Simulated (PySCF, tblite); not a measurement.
# C2H3FO2, a complex of two parts: NMR shifts, interaction energy, infrared bands, spin-spin couplings and core binding energies, part 3 of 3

tblite 0.8.0 and PySCF 2.14.0. Atoms count from 0, parts from 1. Earlier steps stand in the parts before.

## Step 8: Indirect couplings: B3LYP/pcJ-1

The job: settings as JSON, then the geometry in Å.

```
{"job": {"kind": "j", "xc": "B3LYP", "basis": "pcJ-1"}, "charge": 0, "multiplicity": 1, "parts": [{"atoms": "0-2", "charge": 0, "multiplicity": 1}, {"atoms": "3-7", "charge": 0, "multiplicity": 1}]}
O     -1.202502     0.395946     0.271247
C     -0.094914     0.058371     0.240456
O      1.017675    -0.272940     0.234023
C      1.024101    -1.275704    -2.973210
F     -0.166384    -0.781310    -2.476043
H      0.837703    -2.264880    -3.413534
H      1.744360    -1.354994    -2.147496
H      1.399962    -0.584257    -3.739924
```

Method: B3LYP/pcJ-1 indirect spin-spin coupling, non-relativistic, gas phase.

What it wrote:

```text
coarse grid: 7296 points
cycle   1  E = -328.1133960264  dE =  6.172e-01  |g| = 1.003e+00  |ddm| = 2.273e+00
cycle   2  E = -327.7774569922  dE =  3.359e-01  |g| = 1.761e+00  |ddm| = 1.162e+00
cycle   3  E = -328.2802811522  dE = -5.028e-01  |g| = 8.697e-02  |ddm| = 7.418e-01
cycle   4  E = -328.2803996130  dE = -1.185e-04  |g| = 8.449e-02  |ddm| = 8.229e-02
cycle   5  E = -328.2814379628  dE = -1.038e-03  |g| = 2.896e-02  |ddm| = 4.597e-02
cycle   6  E = -328.2815820102  dE = -1.440e-04  |g| = 7.455e-03  |ddm| = 1.604e-02
cycle   7  E = -328.2815900778  dE = -8.068e-06  |g| = 1.553e-03  |ddm| = 3.776e-03
final grid: 72552 points
cycle   8  E = -328.3429367159  dE = -1.373e-04  |g| = 7.161e-03  |ddm| = 9.791e-03
cycle   9  E = -328.3429238417  dE =  1.287e-05  |g| = 1.116e-02  |ddm| = 7.065e-03
cycle  10  E = -328.3429439632  dE = -2.012e-05  |g| = 9.796e-04  |ddm| = 4.693e-03
cycle  11  E = -328.3429440659  dE = -1.026e-07  |g| = 6.299e-04  |ddm| = 7.057e-04
cycle  12  E = -328.3429441314  dE = -6.554e-08  |g| = 2.368e-04  |ddm| = 3.515e-04
cycle  13  E = -328.3429441411  dE = -9.678e-09  |g| = 4.785e-05  |ddm| = 1.245e-04
cycle  14  E = -328.3429441414  dE = -3.420e-10  |g| = 1.315e-05  |ddm| = 2.602e-05
converged SCF energy = -328.3429441414

Indirect spin-spin couplings (Hz)
  i      j    bonds     total        FC       PSO       DSO        SD
  0 O    1 C    1     18.512    16.804     4.999    -0.078    -3.213
  0 O    2 O    2      3.315    -6.681     3.483    -0.088     6.601
  0 O    4 F   99     -1.079    -1.677     0.856    -0.041    -0.217
  1 C    2 O    1     18.451    16.243     5.200    -0.082    -2.909
  1 C    4 F   99      0.291     0.534    -0.501     0.323    -0.065
  2 O    3 C   99     -0.755    -0.745    -0.021    -0.009     0.021
  2 O    4 F   99     -0.688    -1.510     1.182    -0.040    -0.319
  2 O    6 H   99     -0.180    -0.141     0.154    -0.240     0.046
  3 C    4 F    1   -224.716  -281.427    33.172     0.510    23.030
  3 C    5 H    1    154.206   153.395    -0.098     0.694     0.216
  3 C    6 H    1    156.481   155.672    -0.173     0.734     0.248
  3 C    7 H    1    154.195   153.383    -0.099     0.697     0.215
  4 F    5 H    2     53.891    46.109    12.549    -1.578    -3.189
  4 F    6 H    2     49.278    41.557    12.268    -1.436    -3.111
  4 F    7 H    2     53.409    45.678    12.481    -1.570    -3.179
  5 H    6 H    2     -9.276    -9.544     2.648    -2.689     0.310
  5 H    7 H    2     -9.180    -9.428     2.725    -2.789     0.311
  6 H    7 H    2     -9.431    -9.706     2.629    -2.667     0.313

== part 1 alone, relaxed ==
coarse grid: 3264 points
cycle   1  E = -188.4046351695  dE =  6.314e-01  |g| = 9.129e-01  |ddm| = 1.755e+00
cycle   2  E = -188.0885767413  dE =  3.161e-01  |g| = 1.660e+00  |ddm| = 1.027e+00
cycle   3  E = -188.5480692460  dE = -4.595e-01  |g| = 3.865e-02  |ddm| = 6.708e-01
cycle   4  E = -188.5482775982  dE = -2.084e-04  |g| = 1.689e-02  |ddm| = 3.284e-02
cycle   5  E = -188.5483333649  dE = -5.577e-05  |g| = 1.850e-03  |ddm| = 1.032e-02
cycle   6  E = -188.5483338064  dE = -4.415e-07  |g| = 2.367e-04  |ddm| = 6.828e-04
final grid: 33624 points
cycle   7  E = -188.5921880636  dE = -8.345e-05  |g| = 5.389e-03  |ddm| = 7.307e-03
cycle   8  E = -188.5921798437  dE =  8.220e-06  |g| = 8.630e-03  |ddm| = 5.048e-03
cycle   9  E = -188.5921917874  dE = -1.194e-05  |g| = 5.974e-04  |ddm| = 3.553e-03
cycle  10  E = -188.5921918239  dE = -3.642e-08  |g| = 3.741e-04  |ddm| = 3.480e-04
cycle  11  E = -188.5921918485  dE = -2.462e-08  |g| = 4.612e-05  |ddm| = 1.825e-04
cycle  12  E = -188.5921918489  dE = -3.856e-10  |g| = 6.417e-06  |ddm| = 2.637e-05
converged SCF energy = -188.5921918489

Indirect spin-spin couplings (Hz)
  i      j    bonds     total        FC       PSO       DSO        SD
  0 O    1 C    1     20.030    17.969     5.146    -0.067    -3.018
  0 O    2 O    2      3.571    -6.750     3.592    -0.092     6.820
  1 C    2 O    1     20.028    17.967     5.146    -0.067    -3.018

== part 2 alone, relaxed ==
coarse grid: 4032 points
cycle   1  E = -139.6988485854  dE = -1.359e-02  |g| = 4.445e-01  |ddm| = 1.452e+00
cycle   2  E = -139.6692552840  dE =  2.959e-02  |g| = 6.596e-01  |ddm| = 5.781e-01
cycle   3  E = -139.7283862933  dE = -5.913e-02  |g| = 3.753e-02  |ddm| = 3.331e-01
cycle   4  E = -139.7285887706  dE = -2.025e-04  |g| = 1.807e-02  |ddm| = 2.855e-02
cycle   5  E = -139.7286608606  dE = -7.209e-05  |g| = 3.377e-03  |ddm| = 1.209e-02
cycle   6  E = -139.7286630367  dE = -2.176e-06  |g| = 1.873e-04  |ddm| = 1.984e-03
final grid: 38928 points
cycle   7  E = -139.7466867369  dE = -5.427e-05  |g| = 5.102e-03  |ddm| = 7.143e-03
cycle   8  E = -139.7466823916  dE =  4.345e-06  |g| = 7.361e-03  |ddm| = 5.536e-03
cycle   9  E = -139.7466914790  dE = -9.087e-06  |g| = 5.344e-04  |ddm| = 3.188e-03
cycle  10  E = -139.7466915189  dE = -3.996e-08  |g| = 2.545e-04  |ddm| = 4.739e-04
cycle  11  E = -139.7466915303  dE = -1.141e-08  |g| = 1.199e-05  |ddm| = 1.470e-04
cycle  12  E = -139.7466915303  dE = -1.654e-11  |g| = 8.875e-07  |ddm| = 4.952e-06
converged SCF energy = -139.7466915303

Indirect spin-spin couplings (Hz)
  i      j    bonds     total        FC       PSO       DSO        SD
  0 C    1 F    1   -233.069  -287.186    31.404     0.415    22.298
  0 C    2 H    1    153.589   152.757    -0.032     0.653     0.211
  0 C    3 H    1    153.583   152.750    -0.032     0.653     0.211
  0 C    4 H    1    153.593   152.760    -0.032     0.653     0.211
  1 F    2 H    2     52.459    44.613    12.897    -1.859    -3.193
  1 F    3 H    2     52.475    44.632    12.895    -1.859    -3.194
  1 F    4 H    2     52.470    44.625    12.897    -1.859    -3.193
  2 H    3 H    2     -9.231    -9.462     2.807    -2.888     0.312
  2 H    4 H    2     -9.228    -9.459     2.807    -2.888     0.312
  3 H    4 H    2     -9.229    -9.460     2.808    -2.889     0.312
```

Run time: 23 s. Hardware: 1 thread of Arm Neoverse V1, shared host; peak memory 0.78 GiB.

Beyond four bonds or across contacts, the largest of 1 Hz or more: O0–F4 -1.1 Hz.

Couplings of 1 Hz or more over one to four bonds, nine at most for each number (isotopes 13C, 19F, 1H, 17O):

```
 pair  bonds  J (Hz)  Fermi contact (Hz)
C3–F4      1  -224.7              -281.4
C3–H6      1   156.5               155.7
C3–H5      1   154.2               153.4
C3–H7      1   154.2               153.4
O0–C1      1    18.5                16.8
C1–O2      1    18.5                16.2
F4–H5      2    53.9                46.1
F4–H7      2    53.4                45.7
F4–H6      2    49.3                41.6
H6–H7      2    -9.4                -9.7
H5–H6      2    -9.3                -9.5
H5–H7      2    -9.2                -9.4
O0–O2      2     3.3                -6.7
```

Quadrupole couplings from the field gradients of the same density:

```
atom  isotope  eQq/h (MHz)     η
  O2      17O       -4.312  0.05
  O0      17O       -4.056  0.05
```

Against the parts alone, each relaxed by itself:

```
 pair  alone (Hz)  in the cluster  change (Hz)
C3–F4      -233.1          -224.7         +8.4
F4–H6        52.5            49.3         -3.2
C3–H6       153.6           156.5         +2.9
C1–O2        20.0            18.5         -1.6
O0–C1        20.0            18.5         -1.5
F4–H5        52.5            53.9         +1.4
```

## Step 9: Core-electron binding energies: SCAN, X2C

The job: settings as JSON, then the geometry in Å.

```
{"job": {"kind": "xps", "holes": 3}, "charge": 0, "multiplicity": 1, "parts": [{"atoms": "0-2", "charge": 0, "multiplicity": 1}, {"atoms": "3-7", "charge": 0, "multiplicity": 1}]}
O     -1.202502     0.395946     0.271247
C     -0.094914     0.058371     0.240456
O      1.017675    -0.272940     0.234023
C      1.024101    -1.275704    -2.973210
F     -0.166384    -0.781310    -2.476043
H      0.837703    -2.264880    -3.413534
H      1.744360    -1.354994    -2.147496
H      1.399962    -0.584257    -3.739924
```

Level: delta-SCF UKS SCAN, pcX-2 on the ionised atom, pcseg-1 elsewhere, spin-free X2C.

What it wrote:

```text
ground state, core basis on atom 0 (O), 116 functions
  cycle   1  E = -328.27057086  |g| = 9.20e-01
  cycle   2  E = -327.86543390  |g| = 1.77e+00
  cycle   3  E = -328.39969277  |g| = 2.73e-01
  cycle   4  E = -328.41094904  |g| = 1.40e-01
  cycle   5  E = -328.41445913  |g| = 2.66e-02
  cycle   6  E = -328.41456653  |g| = 1.26e-02
  cycle   7  E = -328.41458784  |g| = 4.86e-03
  cycle   8  E = -328.41459339  |g| = 1.15e-03
  cycle   9  E = -328.41459223  |g| = 1.89e-04
  E(ground) = -328.41893389 Eh
hole in O 1s of atom 0
  cycle   1  E = -307.74063445  |g| = 2.22e+00
  cycle   2  E = -305.87436881  |g| = 2.78e+00
  cycle   3  E = -307.98663120  |g| = 1.14e+00
  cycle   4  E = -308.33136172  |g| = 7.48e-01
  cycle   5  E = -308.51235326  |g| = 2.46e-01
  cycle   6  E = -308.53255080  |g| = 1.05e-01
  cycle   7  E = -308.53582230  |g| = 2.62e-02
  cycle   8  E = -308.53610577  |g| = 7.40e-03
  cycle   9  E = -308.53613266  |g| = 1.01e-03
  cycle  10  E = -308.53613277  |g| = 5.01e-04
  cycle  11  E = -308.53613321  |g| = 2.72e-04
  E(ion) = -308.54234193 Eh   <S^2> = 0.7646   hole on atom = 1.000   binding energy = 540.870 eV
ground state, core basis on atom 1 (C), 116 functions
  cycle   1  E = -328.39191787  |g| = 9.82e-02
  cycle   2  E = -328.38435882  |g| = 2.13e-01
  cycle   3  E = -328.39286401  |g| = 3.60e-02
  cycle   4  E = -328.39298848  |g| = 2.73e-02
  cycle   5  E = -328.39312013  |g| = 8.95e-04
  cycle   6  E = -328.39312098  |g| = 2.85e-04
  E(ground) = -328.40244012 Eh
hole in C 1s of atom 1
  cycle   1  E = -316.97367339  |g| = 1.49e+00
  cycle   2  E = -311.13206575  |g| = 2.76e+00
  cycle   3  E = -313.61980329  |g| = 2.01e+00
  cycle   4  E = -317.36211697  |g| = 5.42e-01
  cycle   5  E = -317.35743554  |g| = 5.58e-01
  cycle   6  E = -317.32905267  |g| = 6.09e-01
  cycle   7  E = -317.47143720  |g| = 6.33e-02
  cycle   8  E = -317.47281737  |g| = 1.57e-02
  cycle   9  E = -317.47293267  |g| = 9.19e-03
  cycle  10  E = -317.47297462  |g| = 2.70e-03
  cycle  11  E = -317.47298022  |g| = 1.14e-03
  cycle  12  E = -317.47298169  |g| = 3.99e-04
  E(ion) = -317.48205666 Eh   <S^2> = 0.7877   hole on atom = 1.000   binding energy = 297.159 eV
ground state, core basis on atom 4 (F), 116 functions
  cycle   1  E = -328.43035213  |g| = 1.17e-01
  cycle   2  E = -328.42991684  |g| = 6.18e-02
  cycle   3  E = -328.42970713  |g| = 7.01e-02
  cycle   4  E = -328.43055113  |g| = 7.27e-03
  cycle   5  E = -328.43055981  |g| = 3.50e-03
  cycle   6  E = -328.43056262  |g| = 5.38e-04
  cycle   7  E = -328.43056176  |g| = 1.19e-04
  E(ground) = -328.44016784 Eh
hole in F 1s of atom 4
  cycle   1  E = -302.08632240  |g| = 2.58e+00
  cycle   2  E = -302.08434851  |g| = 2.10e+00
  cycle   3  E = -302.94334581  |g| = 2.81e-01
  cycle   4  E = -302.95780132  |g| = 9.30e-02
  cycle   5  E = -302.95973532  |g| = 5.78e-02
  cycle   6  E = -302.96091944  |g| = 9.52e-03
  cycle   7  E = -302.96093029  |g| = 7.75e-03
  cycle   8  E = -302.96095093  |g| = 2.63e-03
  cycle   9  E = -302.96095380  |g| = 4.56e-04
  E(ion) = -302.97680418 Eh   <S^2> = 0.7568   hole on atom = 1.000   binding energy = 692.893 eV

== part 1 alone, relaxed ==
ground state, core basis on atom 0 (O), 73 functions
  cycle   1  E = -188.52161337  |g| = 8.53e-01
  cycle   2  E = -188.14277767  |g| = 1.69e+00
  cycle   3  E = -188.63748501  |g| = 2.11e-01
  cycle   4  E = -188.64316555  |g| = 1.33e-01
  cycle   5  E = -188.64643627  |g| = 1.45e-02
  cycle   6  E = -188.64646394  |g| = 5.29e-03
  cycle   7  E = -188.64646948  |g| = 6.42e-04
  cycle   8  E = -188.64646903  |g| = 5.88e-05
  E(ground) = -188.65124912 Eh
hole in O 1s of atom 0
  cycle   1  E = -167.96046375  |g| = 2.22e+00
  cycle   2  E = -166.96349579  |g| = 2.49e+00
  cycle   3  E = -168.18288271  |g| = 1.18e+00
  cycle   4  E = -168.62958697  |g| = 5.82e-01
  cycle   5  E = -168.74715009  |g| = 1.19e-01
  cycle   6  E = -168.75155183  |g| = 3.22e-02
  cycle   7  E = -168.75194517  |g| = 6.05e-03
  cycle   8  E = -168.75195957  |g| = 8.73e-04
  cycle   9  E = -168.75196098  |g| = 2.74e-04
  E(ion) = -168.75873740 Eh   <S^2> = 0.7641   hole on atom = 1.000   binding energy = 541.303 eV
ground state, core basis on atom 1 (C), 73 functions
  cycle   1  E = -188.62414127  |g| = 9.69e-02
  cycle   2  E = -188.61666453  |g| = 2.11e-01
  cycle   3  E = -188.62504691  |g| = 3.59e-02
  cycle   4  E = -188.62517355  |g| = 2.69e-02
  cycle   5  E = -188.62530288  |g| = 8.17e-04
  cycle   6  E = -188.62530227  |g| = 1.41e-04
  E(ground) = -188.63486047 Eh
hole in C 1s of atom 1
  cycle   1  E = -177.19540810  |g| = 1.49e+00
  cycle   2  E = -176.28774461  |g| = 2.07e+00
  cycle   3  E = -177.49577895  |g| = 7.52e-01
  cycle   4  E = -177.68404619  |g| = 1.30e-01
  cycle   5  E = -177.68920580  |g| = 2.90e-02
  cycle   6  E = -177.68945233  |g| = 1.08e-02
  cycle   7  E = -177.68927402  |g| = 2.42e-02
  cycle   8  E = -177.68950499  |g| = 1.37e-03
  cycle   9  E = -177.68950903  |g| = 5.90e-04
  cycle  10  E = -177.68950901  |g| = 1.21e-04
  E(ion) = -177.69902094 Eh   <S^2> = 0.7761   hole on atom = 1.000   binding energy = 297.579 eV

== part 2 alone, relaxed ==
ground state, core basis on atom 1 (F), 74 functions
  cycle   1  E = -139.79472047  |g| = 5.17e-01
  cycle   2  E = -139.72327907  |g| = 8.99e-01
  cycle   3  E = -139.83239458  |g| = 5.57e-02
  cycle   4  E = -139.83290550  |g| = 2.53e-02
  cycle   5  E = -139.83306024  |g| = 5.05e-03
  cycle   6  E = -139.83306477  |g| = 4.37e-04
  E(ground) = -139.83152027 Eh
hole in F 1s of atom 1
  cycle   1  E = -113.49972696  |g| = 2.57e+00
  cycle   2  E = -113.50400720  |g| = 2.09e+00
  cycle   3  E = -114.35302964  |g| = 2.72e-01
  cycle   4  E = -114.36824696  |g| = 3.83e-02
  cycle   5  E = -114.36864377  |g| = 1.85e-02
  cycle   6  E = -114.36878908  |g| = 4.53e-03
  cycle   7  E = -114.36879754  |g| = 5.76e-04
  cycle   8  E = -114.36879789  |g| = 1.63e-04
  E(ion) = -114.37304301 Eh   <S^2> = 0.7568   hole on atom = 1.000   binding energy = 692.760 eV
```

It took 18 s on 1 thread of Arm Neoverse V1, shared host; peak memory 0.49 GiB.

Binding energies by hole, beside the orbital energy of the ground state; the difference holds orbital relaxation and, for a density functional, its self-interaction error:

```csv
hole,stands for,environment,ΔSCF (eV),−ε (eV),⟨S²⟩
O1s on O0,O0,oxygen bonded to C,540.87,518.5,0.765
C1s on C1,C1,carbon bonded to 2 O,297.16,278.4,0.788
F1s on F4,F4,fluorine bonded to C,692.89,666.5,0.757
```

What binding changes (parts relaxed alone, same level, their own basis):

```
     hole  alone (eV)  in the cluster  change (eV)
O1s on O0      541.30          540.87        -0.43
C1s on C1      297.58          297.16        -0.42
F1s on F4      692.76          692.89        +0.13
```

## Step 10: Side by side

Energies in kcal/mol, with wall time:

```
                    run  counterpoise  BSSE  electrostatic  Pauli  orbital  dispersion  time
wB97M-D3(BJ)/def2-TZVPD         -2.17  0.05          -2.72   2.01    -0.58       -0.93  50 s
 PBE0-D3(BJ)/def2-TZVPD         -2.10  0.04          -2.53   1.72    -0.62       -0.72  21 s
```

## Step 11: Summary of results

This closing draws on all 3 parts.

| quantity | value |
| --- | --- |
| binding energy (GFN2-xTB) | -2.01 kcal/mol |
| point group | C1 |
| rotational constants (main isotopes) | 9.72, 2.43, 1.97 GHz |
| shieldings of C, H, O, F (PBE0/pcSseg-2) | C1 51.3, C3 108.6, H6 26.8, H5 27.0, H7 27.0, O0 208.8, O2 213.5, F4 462.5 ppm |
| largest proton shift on binding | H6, +0.20 ppm |
| interaction energy, counterpoise (wB97M-D3(BJ)/def2-TZVPD) | -2.17 kcal/mol |
| superposition error | 0.05 kcal/mol |
| binding energy (with deformation) | -2.18 kcal/mol |
| strongest single infrared mode (PBE0-D3(BJ)/def2-SVPD) | 2502 cm⁻¹ |
| largest coupling of the table (B3LYP/pcJ-1) | $^{1}J$(C,F) C3–F4, -224.7 Hz |
| O1s binding energies, SCAN/pcX-2 (standing for 1 of 2 atoms) | O0 540.87 eV |
| C1s binding energies, SCAN/pcX-2 (standing for 1 of 2 atoms) | C1 297.16 eV |
| F1s binding energies, SCAN/pcX-2 | F4 692.89 eV |
| range of the interaction energy over the runs of this table | -2.17 to -2.10 kcal/mol |

At its xTB geometry the search ends with the contact C1···F4 (inside the van der Waals sum, 2.80 Å); 6 starts can't prove it the lowest minimum. A later relaxation moves these distances. The start of the PBE0/def2-SVPD relaxation was shaken at random by about 0.01 Å, so part of the energy gained, and of the first lengths quoted, undoes that. Relaxing lowered the energy by 0.232 eV in 6 steps; the close pair that moved most is O0–C1, from 1.111 to 1.158 Å. Hydrogens of an XH3 group are listed apart at this fixed geometry; free rotation makes them one line at their mean. At PBE0/pcSseg-2: The largest span, 351 ppm, is at C1, where the paramagnetic term is -216 ppm. On binding (GIAO PBE0/pcSseg-2 NMR shielding, non-relativistic, gas phase), H6 moves most among the protons, 0.20 ppm downfield. A part with a negative deformation was relaxed at another level. No mode is imaginary at PBE0-D3(BJ)/def2-SVPD; the softest lies at 47 cm⁻¹. The interaction energy runs from -2.17 (wB97M-D3(BJ)/def2-TZVPD) to -2.10 kcal/mol (PBE0-D3(BJ)/def2-TZVPD).
